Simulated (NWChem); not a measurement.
# ethylamine (C₂H₇N); SMILES CCN

```xyz
10

C      0.2571    -1.2343    -0.0367
C     -0.5506     0.0489     0.0217
N      0.3151     1.2090    -0.0768
H     -0.3946    -2.1209    -0.0138
H      0.8637    -1.2647    -0.9543
H      0.9463    -1.3085     0.8212
H     -1.1887     0.0307     0.9329
H     -1.2496     0.0726    -0.8321
H     -0.2323     2.0670    -0.0657
H      0.9301     1.2564     0.7345
```
Atoms are numbered in this order, from 1.

Program: NWChem. All runs use the structure optimised with PBE0/def2-SVP. GIAO values for the isolated, static molecule; σ is the absolute isotropic shielding, δ = σ(reference) − σ with the isolated reference molecule computed at the same levels (13C: tetramethylsilane, 1H: tetramethylsilane, 15N: ammonia).

Q: What does the run give for KT2/pcSseg-1? Quantities: δ C1 (ppm); δ C2 (ppm); δ N3 (ppm); δ H4 (rotor mean) (ppm); δ H8 (ppm); δ H9 (ppm); δ H10 (ppm).

A: 
```yaml
"δ C1 (ppm)": 19.7
"δ C2 (ppm)": 42.6
"δ N3 (ppm)": 44.3
"δ H4 (rotor mean) (ppm)": 1.08
"δ H8 (ppm)": 2.59
"δ H9 (ppm)": 0.60
"δ H10 (ppm)": -0.30
```
